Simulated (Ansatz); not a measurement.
**Platinum, fcc under r²SCAN: ground state and equation of state**

What does r²SCAN give for platinum in the fcc structure? We relax it, solve it on a dense k-mesh, switch on spin-orbit coupling, then scale the cell to 7 volumes from 88 to 112 % of the relaxed one and try a fit of the equation of state. The k-meshes are 14×14×14 for the relaxation; 22×22×22 for the dense run; 14×14×14 for spin-orbit coupling; 22×22×22 for the volumes. It starts from a deposited cell (COD).

Program: Ansatz 0.2.0. Level of theory: DFT r2SCAN, plane waves (500 eV) with PAW, scalar-relativistic; PBE-made PAW files. These are calculated values, not measurements.

## (1) The starting structure

The structure is cubic, space group Fm-3m (No. 225). Conventional cell: a = 3.923 Å, b = 3.923 Å, c = 3.923 Å, α = 90.00°, β = 90.00°, γ = 90.00°. Pt (site symmetry m-3m) has 12 Pt at 2.77 Å as nearest neighbours.

Structure file:

```
CELL_PARAMETERS angstrom
0.00000 1.96155 1.96155
1.96155 0.00000 1.96155
1.96155 1.96155 0.00000
ATOMIC_POSITIONS crystal
Pt 0.00000 0.00000 0.00000
```

## (2) Geometry optimisation

input.yaml

```yaml
crystal:
  lattice:
    - [0.0, 1.96155, 1.96155]
    - [1.96155, 0.0, 1.96155]
    - [1.96155, 1.96155, 0.0]
  atoms:
    - { symbol: Pt, position: [0.0, 0.0, 0.0] }
hamiltonian:
  xc: r2scan
  pseudopotentials:
    kind: paw
    azcp:
      Pt: "pseudopotentials/Pt.paw.azcp"
basis:
  ecutwfc: 500
  fft_grid_basis: typed
kpoints:
  mp_grid: { grid: [14, 14, 14], shift: [0, 0, 0] }
magnetization:
  spin_polarized: false
scf:
  occupations: { method: fermi_dirac, width: 0.1 }
relax:
  max_steps: 60
  f_tol: 0.01
  cell: {}
```

Further steps of the session: Dense single point; A two-component run at the same geometry; Volume × 0.88; Volume × 0.92; Volume × 0.96; Volume × 1.0; Volume × 1.04; Volume × 1.08; Volume × 1.12.

Q: Predict the outcome of this session. Wanted: space group; conventional cell; volume; shortest distance; gap on the mesh; V₀, B₀, B₀′.

As calculated:

| quantity | value |
| --- | --- |
| space group (spins left aside) | Fm-3m (No. 225) |
| conventional cell | a = 3.941 Å |
| volume | 15.304 Å³/atom |
| shortest distance | 2.787 Å |
| against the deposited volume | +1.4 % (15.095 Å³/atom) |
| gap on the mesh | none (levels filled in part) |
| V₀, B₀, B₀′ | 15.291 Å³/atom, 271 GPa, 5.4 |

What this shows: The relaxed volume lies 1.4 % above the deposited cell. Zero-point motion and any thermal expansion in the deposited cell, which the calculation lacks, would widen the miss. No gap shows: it is a metal or semimetal at this level. The total energy of the spin-orbit run lies +24.9 eV/atom from the scalar one, but the two kinds of run don't share a zero of energy: only differences within one kind count. B₀ comes out at 271 GPa.
